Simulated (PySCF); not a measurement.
CHCl3, charge -1, doublet, at the geometry of the source list (a state made from the parent by changing its charge; the spin is typed, not shown lowest) (in this run its highest filled SCF level lies above zero, so its values depend strongly on the basis, on diffuse functions most of all); PySCF with HF/3-21G.

Input for PySCF:
```python
from pyscf import gto, scf

mol = gto.Mole()
mol.atom = '''
    Cl   -0.800000    1.481100   -0.435100
    C     0.002900    0.001100    0.115800
    Cl   -0.902500   -1.429700   -0.405600
    Cl    1.668900   -0.063700   -0.483400
    H     0.030600    0.011200    1.208400
'''
mol.basis = '3-21g'
mol.charge = -1
mol.spin = 1
mol.verbose = 4
mol.build()

mf = scf.UHF(mol)
mf.kernel()
mf.analyze()
```

Output, abridged:

```
PySCF version 2.14.0

[INPUT] verbose = 4
[INPUT] num. atoms = 5
[INPUT] num. electrons = 59
[INPUT] charge = -1
[INPUT] spin (= nelec alpha-beta = 2S) = 1
[INPUT] symmetry False subgroup None
[INPUT] Mole.unit = angstrom
[INPUT] Symbol           X                Y                Z      unit          X                Y                Z       unit  Magmom
[INPUT]  1 Cl    -0.800000000000   1.481100000000  -0.435100000000 AA   -1.511780899652   2.798873363093  -0.822219836798 Bohr   0.0
[INPUT]  2 C      0.002900000000   0.001100000000   0.115800000000 AA    0.005480205761   0.002078698737   0.218830285225 Bohr   0.0
[INPUT]  3 Cl    -0.902500000000  -1.429700000000  -0.405600000000 AA   -1.705477827420  -2.701741440291  -0.766472916124 Bohr   0.0
[INPUT]  4 Cl     1.668900000000  -0.063700000000  -0.483400000000 AA    3.153763929287  -0.120375554135  -0.913493608615 Bohr   0.0
[INPUT]  5 H      0.030600000000   0.011200000000   1.208400000000 AA    0.057825619412   0.021164932595   2.283545048924 Bohr   0.0

nuclear repulsion = 263.271923455643
number of shells = 28
number of NR pGTOs = 99
number of NR cGTOs = 50
basis = 3-21g
ecp = {}

******** <class 'pyscf.scf.uhf.UHF'> ********
method = UHF
initial guess = minao
damping factor = 0
level_shift factor = 0
DIIS = <class 'pyscf.scf.diis.CDIIS'>
diis_start_cycle = 1
diis_space = 8
diis_damp = 0
SCF conv_tol = 1e-09
SCF conv_tol_grad = None
SCF max_cycles = 50
direct_scf = True
direct_scf_tol = 1e-13
number electrons alpha = 30  beta = 29
Set gradient conv threshold to 3.16228e-05
init E= -1409.71607294948

cycle= 1 E= -1409.92772418319  delta_E= -0.212  |g|= 0.338  |ddm|= 5.34
cycle= 2 E= -1409.98506602037  delta_E= -0.0573  |g|= 0.189  |ddm|=  1.3
cycle= 3 E= -1410.00305076048  delta_E= -0.018  |g|= 0.025  |ddm|= 0.41
cycle= 4 E= -1410.00441221059  delta_E= -0.00136  |g|= 0.0126  |ddm|= 0.292
cycle= 5 E= -1410.00486096647  delta_E= -0.000449  |g|= 0.00645  |ddm|= 0.19
cycle= 6 E= -1410.00505647591  delta_E= -0.000196  |g|= 0.00167  |ddm|= 0.207
cycle= 7 E= -1410.00506633196  delta_E= -9.86e-06  |g|= 0.000351  |ddm|= 0.0488
cycle= 8 E= -1410.00506654756  delta_E= -2.16e-07  |g|= 0.000159  |ddm|= 0.00198
cycle= 9 E= -1410.00506661011  delta_E= -6.25e-08  |g|= 4.55e-05  |ddm|= 0.00154
cycle= 10 E= -1410.00506661553  delta_E= -5.43e-09  |g|= 1.51e-05  |ddm|= 0.000262
cycle= 11 E= -1410.00506661616  delta_E= -6.33e-10  |g|= 5.74e-06  |ddm|= 0.000113
Extra cycle  E= -1410.00506661623  delta_E= -6.43e-11  |g|= 3.92e-06  |ddm|= 4.02e-05
converged SCF energy = -1410.00506661623  <S^2> = 0.75979561  2S+1 = 2.0097717
**** SCF Summaries ****
Total Energy =                       -1410.005066616228760
Nuclear Repulsion Energy =             263.271923455642820
One-electron Energy =                -2487.514602982530050
Two-electron Energy =                  814.237612910658527
Two-electron Coulomb Energy =          902.687336103231132
DFT Exchange-Correlation Energy =      -88.449723192572606
**** MO energy ****
                             alpha | beta                alpha | beta
MO #1   energy= -103.88969397838   | -103.887306244146  occ= 1 | 1
MO #2   energy= -103.889660088528  | -103.887270495164  occ= 1 | 1
MO #3   energy= -103.889338306985  | -103.88694951203   occ= 1 | 1
MO #4   energy= -11.1126520556435  | -11.0788667643117  occ= 1 | 1
MO #5   energy= -10.2867475283778  | -10.2838425065501  occ= 1 | 1
MO #6   energy= -10.2867133107642  | -10.2838061224748  occ= 1 | 1
MO #7   energy= -10.2855977605662  | -10.2826828698762  occ= 1 | 1
MO #8   energy= -7.7531807462174   | -7.74527206721711  occ= 1 | 1
MO #9   energy= -7.75305336350071  | -7.74516735004057  occ= 1 | 1
MO #10  energy= -7.75302529308677  | -7.74513714263293  occ= 1 | 1
MO #11  energy= -7.74538502511697  | -7.74399322353008  occ= 1 | 1
MO #12  energy= -7.74536791624963  | -7.74377947344215  occ= 1 | 1
MO #13  energy= -7.74533075981778  | -7.74374761892717  occ= 1 | 1
MO #14  energy= -7.74519251213635  | -7.7433291936179   occ= 1 | 1
MO #15  energy= -7.7451718989298   | -7.74328992492461  occ= 1 | 1
MO #16  energy= -7.74514086359674  | -7.74317172247618  occ= 1 | 1
MO #17  energy= -1.04130228570763  | -1.00034148600564  occ= 1 | 1
MO #18  energy= -0.896120305810152 | -0.875935780017561 occ= 1 | 1
MO #19  energy= -0.89608816345651  | -0.875891325273932 occ= 1 | 1
MO #20  energy= -0.673347898860356 | -0.650726492043189 occ= 1 | 1
MO #21  energy= -0.495024504250098 | -0.424052033164919 occ= 1 | 1
MO #22  energy= -0.405709279219665 | -0.381702602350519 occ= 1 | 1
MO #23  energy= -0.405698775197234 | -0.381693494406462 occ= 1 | 1
MO #24  energy= -0.281145691484237 | -0.272217984280394 occ= 1 | 1
MO #25  energy= -0.281140904081273 | -0.272205753977531 occ= 1 | 1
MO #26  energy= -0.250472472172738 | -0.237916144223511 occ= 1 | 1
MO #27  energy= -0.25045915342409  | -0.231386239627014 occ= 1 | 1
MO #28  energy= -0.250021116192102 | -0.231366853785821 occ= 1 | 1
MO #29  energy= -0.229472243971184 | -0.222398106869032 occ= 1 | 1
MO #30  energy= 0.0333341006783008 | 0.37821567694449   occ= 1 | 0
MO #31  energy= 0.383982195963549  | 0.422728043748616  occ= 0 | 0
MO #32  energy= 0.384008063864713  | 0.4227513937321    occ= 0 | 0
MO #33  energy= 0.436400928212473  | 0.467373987069191  occ= 0 | 0
MO #34  energy= 0.791851435416094  | 0.801344770933858  occ= 0 | 0
MO #35  energy= 0.900067087539202  | 0.905097683993303  occ= 0 | 0
MO #36  energy= 0.900068425960218  | 0.90509831541458   occ= 0 | 0
MO #37  energy= 0.950394092267289  | 0.960738063834804  occ= 0 | 0
MO #38  energy= 0.965833323567303  | 0.978647239868786  occ= 0 | 0

To work with the spin densities directly, `use mulliken_meta_spin()` only printing them here.

 ** Mulliken spin pop alpha/beta on meta-lowdin orthogonal AOs **
 ** Mulliken Spin Density (per AO)  **
spin_pop of  0 Cl 1s        0.00000
spin_pop of  0 Cl 2s       -0.00000
spin_pop of  0 Cl 3s        0.01557
spin_pop of  0 Cl 4s        0.00395
spin_pop of  0 Cl 2px       0.00000
spin_pop of  0 Cl 2py       0.00001
spin_pop of  0 Cl 2pz       0.00000
spin_pop of  0 Cl 3px       0.03396
spin_pop of  0 Cl 3py       0.12315
spin_pop of  0 Cl 3pz       0.00157
spin_pop of  0 Cl 4px       0.00241
spin_pop of  0 Cl 4py       0.00907
spin_pop of  0 Cl 4pz       0.00005
spin_pop of  1 C 1s        0.00001
spin_pop of  1 C 2s        0.31924
spin_pop of  1 C 3s        0.00652
spin_pop of  1 C 2px      -0.03773
spin_pop of  1 C 2py      -0.03782
spin_pop of  1 C 2pz       0.18947
spin_pop of  1 C 3px       0.00017
spin_pop of  1 C 3py       0.00016
spin_pop of  1 C 3pz       0.00563
spin_pop of  2 Cl 1s        0.00000
spin_pop of  2 Cl 2s       -0.00000
spin_pop of  2 Cl 3s        0.01559
spin_pop of  2 Cl 4s        0.00395
spin_pop of  2 Cl 2px       0.00000
spin_pop of  2 Cl 2py       0.00001
spin_pop of  2 Cl 2pz       0.00000
spin_pop of  2 Cl 3px       0.04388
spin_pop of  2 Cl 3py       0.11414
spin_pop of  2 Cl 3pz       0.00082
spin_pop of  2 Cl 4px       0.00315
spin_pop of  2 Cl 4py       0.00839
spin_pop of  2 Cl 4pz       0.00000
spin_pop of  3 Cl 1s        0.00000
spin_pop of  3 Cl 2s       -0.00000
spin_pop of  3 Cl 3s        0.01559
spin_pop of  3 Cl 4s        0.00395
spin_pop of  3 Cl 2px       0.00001
spin_pop of  3 Cl 2py      -0.00000
spin_pop of  3 Cl 2pz       0.00000
spin_pop of  3 Cl 3px       0.15759
spin_pop of  3 Cl 3py      -0.00182
spin_pop of  3 Cl 3pz       0.00307
spin_pop of  3 Cl 4px       0.01164
spin_pop of  3 Cl 4py      -0.00025
spin_pop of  3 Cl 4pz       0.00016
spin_pop of  4 H 1s       -0.01697
spin_pop of  4 H 2s        0.00170
 ** Mulliken Spin Density (per atom)  **
spin density of  0 Cl =      0.18975
spin density of  1 C =      0.44565
spin density of  2 Cl =      0.18993
spin density of  3 Cl =      0.18994
spin density of  4 H =     -0.01527
 ** Mulliken pop alpha/beta on meta-lowdin orthogonal AOs **
 ** Mulliken pop       alpha | beta **
In total            30.00000 | 29.00000
 ** Mulliken atomic charges   ( Nelec_alpha | Nelec_beta ) **
charge of  0Cl =     -0.31120  (     8.75048      8.56073 )
charge of  1C =     -0.17216  (     3.30891      2.86326 )
charge of  2Cl =     -0.31138  (     8.75066      8.56072 )
charge of  3Cl =     -0.31139  (     8.75066      8.56072 )
charge of  4H =      0.10614  (     0.43930      0.45457 )

WARN: System has nonzero charge -1; the dipole moment is origin-dependent.
Location of origin: [0. 0. 0.]

Dipole moment(X, Y, Z, Debye):  0.09507,  0.03656,  3.78148
```
